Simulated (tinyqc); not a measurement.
Inside a calculation. Method: MP2 on RHF in the sto-6g basis, frozen core, for H2O, spin multiplicity 1. One step of it, computed by the program tinyqc.

Task: Second-order Moller-Plesset energy. E2 = sum_ijab (ia|jb) [2 (ia|jb) - (ib|ja)] / (e_i + e_j - e_a - e_b) over occupied i, j and virtual a, b; the opposite-spin part is (ia|jb)^2 / denominator, the rest is same-spin, and SCS-MP2 scales them by 6/5 and 1/3.

orbital energies (hartree): MO1 -20.503713, MO2 -1.272051, MO3 -0.619344, MO4 -0.456511, MO5 -0.396378, MO6 0.589973, MO7 0.726045

Two-electron integrals over orbitals (pq|rs), unique and non-zero (hartree); the lowest 1 orbital is frozen and left out:
```
(22|22) 0.730141    (32|32) 0.143606    (33|22) 0.644987    (33|33) 0.632561
(42|22) 0.001849    (42|33) 0.006268    (42|42) 0.125335    (43|32) 0.020399
(43|43) 0.047699    (44|22) 0.678659    (44|33) 0.599127    (44|42) -0.104323
(44|44) 0.781551    (52|52) 0.145462    (53|53) 0.028749    (54|52) -0.046331
(54|54) 0.055280    (55|22) 0.750115    (55|33) 0.628744    (55|42) -0.069297
(55|44) 0.728947    (55|55) 0.880663    (62|22) 0.144424    (62|33) 0.076157
(62|42) 0.021408    (62|44) 0.089200    (62|55) 0.159367    (62|62) 0.102542
(63|32) -0.040579   (63|43) -0.029276   (63|63) 0.071999    (64|22) 0.096808
(64|33) 0.042893    (64|42) -0.031229   (64|44) 0.120846    (64|55) 0.116583
(64|62) 0.061516    (64|64) 0.069184    (65|52) 0.058941    (65|54) -0.001249
(65|65) 0.038385    (66|22) 0.614536    (66|33) 0.571815    (66|42) 0.058406
(66|44) 0.550665    (66|55) 0.589432    (66|62) 0.097808    (66|64) 0.044376
(66|66) 0.599374    (72|32) 0.041765    (72|43) -0.033575   (72|63) 0.034979
(72|72) 0.062245    (73|22) 0.141395    (73|33) 0.091036    (73|42) -0.076045
(73|44) 0.159966    (73|55) 0.190642    (73|62) 0.077209    (73|64) 0.078843
(73|66) 0.038404    (73|73) 0.152695    (74|32) -0.076445   (74|43) 0.001569
(74|63) 0.045197    (74|72) -0.016778   (74|74) 0.068516    (75|53) 0.023739
(75|75) 0.024440    (76|32) 0.098550    (76|43) 0.048533    (76|63) -0.065853
(76|72) -0.008984   (76|74) -0.058481   (76|76) 0.117016    (77|22) 0.624605
(77|33) 0.610200    (77|42) -0.014351   (77|44) 0.607897    (77|55) 0.624721
(77|62) 0.070012    (77|64) 0.040862    (77|66) 0.567391    (77|73) 0.093521
(77|77) 0.619287
```

Hartree-Fock energy = -75.67904000 hartree

Give: Terms; Pair energies; MP2 correlation energy; SCS-MP2 correlation energy; MP2 total energy.

Result:

Terms:
```
i  j  a  b  (ia|jb)  (ib|ja)  denominator       term
3  3  7  7   0.1527   0.1527      -2.6908    -0.0087
3  4  7  6   0.0788   0.0452      -2.3919    -0.0037
4  3  6  7   0.0788   0.0452      -2.3919    -0.0037
2  3  6  7   0.0772   0.0350      -3.2074    -0.0029
3  2  7  6   0.0772   0.0350      -3.2074    -0.0029
2  2  6  6   0.1025   0.1025      -3.7240    -0.0028
4  4  6  6   0.0692   0.0692      -2.0930    -0.0023
3  3  6  6   0.0720   0.0720      -2.4186    -0.0021
4  4  7  7   0.0685   0.0685      -2.3651    -0.0020
2  4  6  6   0.0615   0.0615      -2.9085    -0.0013
4  2  6  6   0.0615   0.0615      -2.9085    -0.0013
2  2  7  7   0.0622   0.0622      -3.9962    -0.0010
5  5  6  6   0.0384   0.0384      -1.9727    -0.0007
5  5  7  7   0.0244   0.0244      -2.2448  -2.66e-04
4  3  7  6   0.0452   0.0788      -2.3919  -2.18e-04
3  4  6  7   0.0452   0.0788      -2.3919  -2.18e-04
2  4  7  7  -0.0168  -0.0168      -3.1807  -8.85e-05
4  2  7  7  -0.0168  -0.0168      -3.1807  -8.85e-05
2  3  7  6   0.0350   0.0772      -3.2074   7.91e-05
3  2  6  7   0.0350   0.0772      -3.2074   7.91e-05
```

Pair energies (hartree; pair i-j sums ij and ji):
```
pair  opposite spin  same spin
2-2         -0.0038     0.0000
3-2         -0.0045    -0.0011
3-3         -0.0108     0.0000
4-2         -0.0028     0.0000
4-3         -0.0069    -0.0009
4-4         -0.0043     0.0000
5-5         -0.0010     0.0000
```

MP2 correlation energy = -0.036110 hartree

SCS-MP2 correlation energy = -0.041548 hartree

MP2 total energy = -75.715150 hartree
